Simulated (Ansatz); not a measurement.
**AlLiH₂ (singlet): wave-function methods side by side, cc-pVDZ**

The task here is to estimate one member of a computed series from the others.

Program: Ansatz 0.2.0, Gaussian basis. Level of theory: cc-pVDZ, core rule «outside noble gas», up to 6 orbitals frozen. These are calculated values, not measurements.

The runs, in order: UHF; CCSD(T) on RHF; CCSD(T) on UHF; BCCD(T) on RHF; CISD; CCSDT(Q) on RHF; CCSDT(Q) on UHF; Full CI.

17 further runs of the same task are left out: 8 for a known fault of the program, 3 that didn't finish, 6 set aside as unsound or not needed. Runs told in other sessions of the task aren't counted.

## What is computed

The geometry is a PBE0/def2-TZVP stationary point (not a proven minimum).

4 atoms, charge 0, spin multiplicity 1.

Atoms are counted from 1 here; the program's logs count them from 0.

Bond lengths: Al1–H3 1.618 Å, Al1–H4 1.618 Å. Angles: H3–Al1–H4 107.9°.

Set-up of the first run:

in.yaml reads:

```yaml
crystal:
  periodic: [false, false, false]
  atoms:
    - {symbol: Al, position_ang: [0.000000, 0.000000, 0.456228]}
    - {symbol: Li, position_ang: [0.000000, 0.000000, -2.182594]}
    - {symbol: H, position_ang: [0.000000, 1.307862, 1.408637]}
    - {symbol: H, position_ang: [0.000000, -1.307862, 1.408637]}
basis:
  gaussian: {orbitals: cc-pVDZ}
magnetization: {spin_polarized: true, initial_magnetization: 0}
hamiltonian: {xc: hf}
output: {orbitals: {seedname: orbitals}}
```

On the command line:

```sh
$ ansatz run in.yaml --threads 1 --pin off --events-out ev --progress --plain --max-ram 2393MiB
```

Among the steps run: UHF; CCSD(T) on RHF; CCSD(T) on UHF; BCCD(T) on RHF; CISD; CCSDT(Q) on RHF; CCSDT(Q) on UHF; Full CI.

One table of the session follows, with a row left open; its other results are not shown here.

It belongs to the step «Misses and costs». 

| method | from FCI (kJ/mol) |
| --- | --- |
| RHF | +280.1 |
| UHF | +279.7 |
| RMP2 | +75.8 |
| CISD | ? |
| RCCSD | +6.7 |
| RCCSD(T) | +1.7 |
| BCCD(T) | +1.7 |
| RCCSDT | +0.2 |
| RCCSDT(Q) | 0.0 |
| FCI | 0 |

Q: Estimate the row for CISD from the others.

The run gave: from FCI (kJ/mol): +20.0. In the column «from FCI (kJ/mol)» it lies between RCCSD (+6.7) and RMP2 (+75.8).

Not comparable, so not listed: CCSD(T) on UHF; CCSDT(Q) on UHF (they don't share determinant, frozen orbitals or solution with the rows shown, or repeat one).
